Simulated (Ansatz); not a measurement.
Graphite was calculated with LDA (PAW; Ansatz, an electronic-structure program).

Run with plane-wave cutoff 520 eV, 24×24×8 k mesh (along the axes of the cell as run), Fermi–Dirac smearing 0.05 eV, scalar-relativistic PAW data made under PBE.

Cell (relaxed at this level):

```xyz
4
Lattice="1.2225 -2.1174 0.0000 1.2225 2.1174 0.0000 0.0000 0.0000 6.6531" Properties=species:S:1:pos:R:3 pbc="T T T"
C      0.0000     0.0000     1.6633
C      0.0000     0.0000     4.9899
C      1.2225     0.7058     1.6633
C      1.2225    -0.7058     4.9899
```

Task: Predict the bulk modulus B0.

Result: 
* **bulk modulus B0**: 28.1 GPa

The run finds no gap.

Measured, for comparison: bulk modulus 33.8 ± 0.3 GPa (room temperature, no zero-point or thermal correction, our sources range from 33.8 to 35.8; as tabulated in Ouyang et al. (2019), arXiv:1912.06187). Computed (rounded) less measured: bulk modulus -17 % (-17 % to -22 % over the range).

Note: the bulk modulus comes from volumes at which shape and atoms were relaxed.

The result took roughly 80 core-seconds.
